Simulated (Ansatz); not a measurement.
Geometry optimisation, Ansatz 0.2.0, RKS LDA/6-31G.

The input (input.yaml):

```yaml
crystal:
  periodic: [false, false, false]
  atoms:
    - { symbol: F, position_ang: [1.6886, -1.0668, 0.3127] }
    - { symbol: C, position_ang: [0.3397, -1.0827, 0.627] }
    - { symbol: F, position_ang: [-0.1162, -2.0899, 1.3774] }
    - { symbol: "N", position_ang: [-0.438, -0.1857, 0.2309] }
    - { symbol: P, position_ang: [0.0629, 1.0986, -0.7711] }
    - { symbol: H, position_ang: [-0.5636, 2.1934, -0.0705] }
    - { symbol: H, position_ang: [-0.9122, 1.0651, -1.7521] }
basis:
  gaussian: { orbitals: "6-31G" }
hamiltonian:
  xc: lda
relax:
  f_tol: 0.015
  max_steps: 40
```

Run as:

```bash
$ ansatz run input.yaml --threads 1 --pin off --max-ram 2048MiB --backend cpu --events-out ev --progress --plain --runs-dir out
```

Q: Where does it end, and by what steps?

A: It converged. The force dipped under the threshold on the way, but the program's further checks kept it going. Limits of this set-up: no polarisation functions. After 32 steps the energy has fallen by 0.558 eV; F1 moved furthest, 1.05 Å.

| step | energy less start (eV) | largest force component (eV/Å) | accepted |
| --- | --- | --- | --- |
| 0 | 0.0000 | 2.779 | yes |
| 2 | -0.4831 | 0.245 | yes |
| 4 | -0.4857 | 0.085 | yes |
| 6 | -0.4865 | 0.018 | yes |
| 8 | -0.4865 | 0.012 | yes |
| 10 | -0.4866 | 0.003 | yes |
| 12 | -0.4746 | 0.712 | no |
| 14 | -0.4883 | 0.142 | yes |
| 16 | -0.4912 | 0.277 | yes |
| 18 | -0.5009 | 0.186 | yes |
| 20 | -0.5148 | 0.550 | yes |
| 22 | -0.5304 | 0.120 | yes |
| 24 | -0.5446 | 0.287 | yes |
| 26 | -0.5531 | 0.202 | yes |
| 28 | -0.5567 | 0.103 | yes |
| 30 | -0.5579 | 0.031 | yes |
| 32 | -0.5581 | 0.014 | yes |

```xyz
7
Properties=species:S:1:pos:R:3
F 1.424 -0.507 1.158
C 0.289 -1.038 0.578
F 0.052 -2.237 1.162
N -0.414 -0.531 -0.313
P -0.069 0.981 -1.228
H 0.248 1.871 -0.095
H -1.469 1.392 -1.307
```

Whether the end is a true minimum wasn't checked by a vibrational analysis.

The run took 2.6 min on 1 thread of Intel(R) Xeon(R) Platinum 8488C (Sapphire Rapids) (shared host), peak memory 0.18 GiB.
